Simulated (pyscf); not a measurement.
HO–Nb(F)(F)(F)–F (SMILES [OH][Nb]([F])([F])([F])[F]) + H₂S (SMILES S) → HO–Nb(F)(F)(F)–SH (SMILES [OH][Nb]([F])([F])([F])[SH]) + HF (SMILES F), a four-centre exchange (singlet surface; F–Nb, H–S broken, Nb–S, F–H formed). Optimised with ωB97X-D3(BJ)/def2-SVP in PySCF. Energies in eV from the separated reactants.

Small-basis levels: PySCF, no dispersion term, spherical d functions. AM1 to PM7: differences of heats of formation from MOPAC, which are fitted to 298 K values and so differ in kind from electronic energies by zero-point and thermal terms. GFN2-xTB: tblite. Cost: rough CPU time at the saddle relative to B3LYP/6-31G*+LANL2DZ, from one job on a shared machine.

```json
[
 {"level": "SVWN5/6-31G*+LANL2DZ", "barrier": "-0.24", "reaction energy": "+0.91", "cost": "1"},
 {"level": "BP86/6-31G*+LANL2DZ", "barrier": "0.43", "reaction energy": "+0.97", "cost": "2"},
 {"level": "PBE/6-31G*+LANL2DZ", "barrier": "0.34", "reaction energy": "+0.98", "cost": "2"},
 {"level": "B3LYP/LANL2DZ", "barrier": "0.62", "reaction energy": "+0.65", "cost": "0.6"},
 {"level": "M06-2X/6-31G*+LANL2DZ", "barrier": "0.29", "reaction energy": "+0.71", "cost": "2"},
 {"level": "B3LYP/6-311+G**+LANL2DZ", "barrier": "0.47", "reaction energy": "+0.29", "cost": "1"},
 {"level": "GFN2-xTB", "barrier": "0.45", "reaction energy": "+0.68", "cost": "under 0.02"},
 {"level": "PM6", "barrier": "0.39", "reaction energy": "+0.10", "cost": "under 0.02"},
 {"level": "PM7", "barrier": "2.77", "reaction energy": "+0.73", "cost": "under 0.02"},
 {"level": "ωB97M-D3(BJ)/def2-TZVP", "barrier": "0.45", "reaction energy": "+0.59", "cost": "–"}
]
```

Against the last row the barrier runs from -0.69 (SVWN5/6-31G*+LANL2DZ) to +2.32 eV (PM7). ωB97M-D3(BJ)/def2-TZVP has limits of its own. On the reactant side the descent ends in an adduct with a Nb–S contact (not fully relaxed), 0.65 eV under the separated species and 0.88 eV under the saddle at ωB97X-D3(BJ)/def2-TZVP. On the product side the descent ends in an adduct with a F–Nb contact, 0.34 eV under the separated species and 0.18 eV under the saddle at ωB97X-D3(BJ)/def2-TZVP. At ωB97M-D3(BJ) the saddle lies under the separated products, which points to a path from their complex (located at ωB97X-D3(BJ) alone), and parting the products costs more than the saddle. What is counted as formed (Nb–S) is already present as a longer contact in the reactant adduct; forming that adduct is a step of its own. What is counted as broken (F–Nb) persists as a longer contact in the product adduct; parting that adduct is a step of its own. At ωB97X-D3(BJ)/def2-TZVP the barrier from the zero used here is 0.23 eV. One saddle was located; it need not be the lowest between these sides. In the def2 sets elements past Kr carry core potentials, without spin-orbit coupling.
